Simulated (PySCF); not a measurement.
Basis-set dependence of excited states

Species: HPO.
Atom-mapped SMILES: `[O:1]=[PH:2]` (hydrogens: H3 on P2)

TDDFT with PBE0 (PySCF), vertical singlets, core orbitals frozen in the response, spherical d and f functions. Isolated species at its PBE0-D3(BJ)/def2-SVP geometry, gas phase.

Q: How do the low singlets change with the basis? Take 6-31G*, def2-SVP, 6-31+G*, def2-SVPD, aug-cc-pVDZ, def2-TZVP, def2-TZVPD and aug-cc-pVTZ.

A: 

| basis | functions | diffuse | S1 (eV) | S2 (eV) | S3 (eV) | S4 (eV) | S5 (eV) | LUMO (eV) | α (au) |
| --- | --- | --- | --- | --- | --- | --- | --- | --- | --- |
| 6-31G* | 34 | no | 2.38 | 5.42 | 6.49 | 6.71 | 7.31 | -3.07 | 20.7 |
| def2-SVP | 37 | no | 2.37 | 5.42 | 6.67 | 6.70 | 7.44 | -3.08 | 21.1 |
| 6-31+G* | 42 | yes | 2.36 | 5.40 | 6.06 | 6.67 | 6.68 | -3.41 | 23.9 |
| def2-SVPD | 55 | yes | 2.37 | 5.44 | 6.26 | 6.68 | 6.95 | -3.39 | 27.9 |
| aug-cc-pVDZ | 59 | yes | 2.32 | 5.40 | 6.03 | 6.45 | 6.68 | -3.40 | 28.2 |
| def2-TZVP | 74 | no | 2.39 | 5.36 | 6.20 | 6.61 | 6.90 | -3.30 | 24.5 |
| def2-TZVPD | 92 | yes | 2.38 | 5.36 | 6.00 | 6.60 | 6.74 | -3.40 | 28.6 |
| aug-cc-pVTZ | 119 | yes | 2.36 | 5.35 | 5.96 | 6.46 | 6.61 | -3.41 | 28.8 |

States are compared by their number. Against the largest diffuse basis here (aug-cc-pVTZ, itself not a converged limit), sets without diffuse functions differ by up to 0.03 eV in S1 and 0.84 eV in S5; the smaller diffuse sets differ by up to 0.04 and 0.34 eV. State by state, the largest deviation of a set without diffuse functions is S1 0.03, S2 0.07, S3 0.71, S4 0.25, S5 0.84 eV. The same number needn't mean the same state in each row. Against aug-cc-pVTZ the polarisability deviates by -28% in 6-31G*, -27% in def2-SVP, -17% in 6-31+G*, -3% in def2-SVPD, -2% in aug-cc-pVDZ, -15% in def2-TZVP, -1% in def2-TZVPD. A single + in a Pople set puts diffuse functions on heavy atoms only.
